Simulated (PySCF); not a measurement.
# A diatomic session: NaO

The task here is to estimate one member of a computed series from the others.

Computed with PySCF 2.14.0. Level: Na jorge-DZP-DKH, O jorge-DZP-DKH, spin-free X2C with a Gaussian nucleus.

Set-up of the first run:

A driver script around PySCF takes these settings:

```
atoms                         : Na, O
charge                        : 0
basis                         : Na jorge-DZP-DKH, O jorge-DZP-DKH
Hamiltonian                   : spin-free X2C with a Gaussian nucleus
basis functions               : 39
electrons treated             : 19
masses in u                   : 22.9898, 15.9949
levels                        : PBE0, PBE, r²SCAN, LDA, TPSS, TPSSh, ωB97X, HF, MP2, SCS-MP2, CCSD, CCSD(T)
grid                          : 80 radial by 434 angular points
occupations                   : held fixed by the projection of orbital angular momentum
dissociation limit            : Na + O, each in its ground configuration
starting distance in angstrom : 2.175
values of 2S to try           : 1, 3
```

Launch:

```console
> OMP_NUM_THREADS=1 python dia.py task.json out
```

Among the steps run: Input; The PBE0 curve of the state that the search chose; Excited determinants; PBE (GGA); r²SCAN; LDA; TPSS (meta-GGA); TPSSh (hybrid meta-GGA); ωB97X (range-separated hybrid); UHF; Correlated methods on the Hartree–Fock reference.

One of the session's tables, all rows but one given; the rest of the session is left out.

It belongs to the step «The curves together». Energy (eV) from each level's lowest point:

```
R (Å)    UHF  UHF-MP2  UHF-SCS-MP2  UHF-CCSD  UHF-CCSD(T)
1.774  0.575    0.626        0.627       n/a          n/a
1.857  0.254    0.289        0.290     0.288        0.292
1.939  0.079    0.099        0.099     0.099        0.102
2.001  0.017    0.027        0.027     0.027        0.028
2.063  0.000    0.000        0.000     0.000        0.000
2.125  0.018    0.008        0.008     0.008        0.007
2.207      ?        ?            ?         ?            ?
2.311  0.204    0.172        0.171     0.170        0.163
2.434  0.392    0.347        0.345     0.344        0.332
2.599  0.673    0.618        0.616       n/a          n/a
```

**Question.** Estimate the row for R (Å) = 2.207.

Worked estimate for «UHF». A straight line through the neighbours (2.125, 0.018) and (2.311, 0.204) gives 0.018 + (0.204 − 0.018) × (2.207 − 2.125) / (2.311 − 2.125) = 0.100; a parabola fitted to 4 rows on both sides gives 0.084.

**Answer.** UHF: 0.081; UHF-MP2: 0.060; UHF-SCS-MP2: 0.060; UHF-CCSD: 0.060; UHF-CCSD(T): 0.056. In «UHF» the line misses by +0.019 and the parabola by +0.003.
